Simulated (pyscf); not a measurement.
PySCF, gas phase, ωB97X-D3(BJ)/def2-SVP geometries.

SMILES: [AlH]([CH2]CC)[CH3]
```xyz
16

C      1.8988    -0.9394     0.0958
C      1.0823     0.3533     0.0961
C     -0.4154     0.0945     0.3249
Al    -1.2486    -1.0233    -1.0626
C     -2.7665    -2.2095    -0.7034
H      1.5716    -1.6191    -0.7137
H      1.7843    -1.4808     1.0500
H      2.9736    -0.7522    -0.0575
H      1.2278     0.8697    -0.8696
H      1.4862     1.0342     0.8668
H     -0.5754    -0.3611     1.3206
H     -0.9664     1.0554     0.3611
H     -0.6710    -0.9377    -2.5487
H     -2.4518    -3.2663    -0.7863
H     -3.1985    -2.0753     0.3019
H     -3.5748    -2.0752    -1.4433
```

**Question.** How much does it cost (ΔH, 298 K, ωB97M-D3(BJ)/def2-TZVP) to split `[CH3][CH2][CH2][AlH][CH3]` at its C–C bond into •H₂C–CH₃ + •H₂C–AlH–CH₃?

**Answer.** C–C to •H₂C–CH₃ + •H₂C–AlH–CH₃: 3.48 eV. The 7 functionals that were run give +3.10 (r²SCAN) to +3.51 eV (ωB97X-D3(BJ)). The radicals are drawn with the spin at the cut bond; how far it spreads was not checked. H₃C–CH₂–CH₂–AlH–CH₃ lies 0.43 eV over its isomer H₃C–CH₂–Al(CH₃)–CH₃, and others may lie lower still (electronic energy, ωB97M-D3(BJ)). •H₂C–AlH–CH₃ lies 0.62 eV over its isomer [H₃C–Al–CH₃]•, and others may lie lower still (electronic energy, ωB97M-D3(BJ)). Other isomers of •H₂C–CH₃ were not searched in full and may lie lower.
